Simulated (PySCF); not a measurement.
# C2H5Cl (Ethyl chloride): the cost of one run

Programs: PySCF 2.14.0, with density-fitted response routines of our own. Each step states its level of theory. These are calculated values for one molecule, in the gas phase or a continuum, unless marked as measured. Atoms count from 0, in the outputs and in this text.

**1. Starting geometry**

8 atoms, charge 0, multiplicity 1; geometry from: GFN2-xTB. The atoms were then displaced at random by about 0.01 Å, so the start is not that level's minimum.

Bonds of the start (Å): C0–C1 1.49, C1–Cl2 1.78, C0–H3 1.08, C0–H4 1.12, C0–H5 1.08, C1–H6 1.09, C1–H7 1.09.

**2. Optimising the geometry at PBE0-D3(BJ)/def2-TZVP**

Job settings and geometry (Å):

```
{"job": {"xc": "PBE0", "basis": "def2-TZVP", "d3": "d3bj", "grid": 2, "shake": 0.01, "kind": "geom"}, "charge": 0, "multiplicity": 1}
C     -0.776580     0.015820    -0.038050
C      0.693750    -0.195700    -0.018190
Cl     1.538980     1.293120     0.475290
H     -1.123130     0.331250     0.938950
H     -1.053970     0.821960    -0.758130
H     -1.302160    -0.870750    -0.347430
H      1.090830    -0.456220    -1.002070
H      0.987400    -0.958620     0.697180
```

The run is started by

```console
OMP_NUM_THREADS=1 python probes_run.py task.json out
```

This one command runs all jobs of the session in turn.

**Question.** How long does this first job take on 1 thread of Arm Neoverse N1, shared host, and how much memory does it need?

About 27 s, with a peak of 0.55 GiB.
